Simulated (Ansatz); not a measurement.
**Cl2 (singlet): the correlation ladder, cc-pV(T+d)Z**

One table from this session's results is given with a row withheld; the runs are named, their logs left out.

The runs use Ansatz 0.2.0, Gaussian basis; cc-pV(T+d)Z, core rule «outside noble gas», up to 10 orbitals frozen.

Plan: UHF; CCSD(T) on RHF; BCCD(T) on RHF; CISD; CCSDT(Q) on RHF; CASSCF and MRCISD+Q, 14 electrons in 8 orbitals; CASSCF and NEVPT2, 14 electrons in 8 orbitals.

9 further runs of the same task are left out: 9 set aside as unsound or not needed.

### What is computed

The geometry is an MP2(full)/6-31G* stationary point (not a proven minimum).

2 atoms, charge 0, spin multiplicity 1.

Atoms are counted from 1 here; the program's logs count them from 0.

Bond lengths: Cl1–Cl2 2.015 Å.

Set-up of the first run:

File in.yaml:

```yaml
crystal:
  periodic: [false, false, false]
  atoms:
    - {symbol: Cl, position_ang: [0.000000, 0.000000, 0.000000]}
    - {symbol: Cl, position_ang: [0.000000, 0.000000, 2.015082]}
basis:
  gaussian: {orbitals: "cc-pV(T+d)Z.json"}
magnetization: {spin_polarized: true, initial_magnetization: 0}
hamiltonian: {xc: hf}
output: {orbitals: {seedname: orbitals}}
```

Command:

```sh
$ ansatz run in.yaml --threads 1 --pin off --events-out ev --progress --plain --max-ram 4096MiB --backend cpu
```

Among the steps run: UHF; CCSD(T) on RHF; BCCD(T) on RHF; CISD; CCSDT(Q) on RHF; CASSCF and MRCISD+Q, 14 electrons in 8 orbitals; CASSCF and NEVPT2, 14 electrons in 8 orbitals.

One of the session's tables, all rows but one given; the rest of the session is left out.

It belongs to the step «Misses and costs». 

| method | from RCCSDT(Q) (kcal/mol) |
| --- | --- |
| RHF | +271.98 |
| RMP2 | +33.74 |
| CISD | +38.64 |
| RCCSD | +12.56 |
| RCCSD(T) | +1.23 |
| BCCD(T) | +1.19 |
| RCCSDT | +0.66 |
| RCCSDT(Q) | 0 |
| CASSCF valence | +256.53 |
| NEVPT2 valence | +58.19 |
| MRCISD valence | ? |
| MRCISD+Q valence | +6.33 |

**Question.** Estimate the row for MRCISD valence.

**Answer.** from RCCSDT(Q) (kcal/mol): +33.90. In the column «from RCCSDT(Q) (kcal/mol)» it lies between RMP2 (+33.74) and CISD (+38.64).
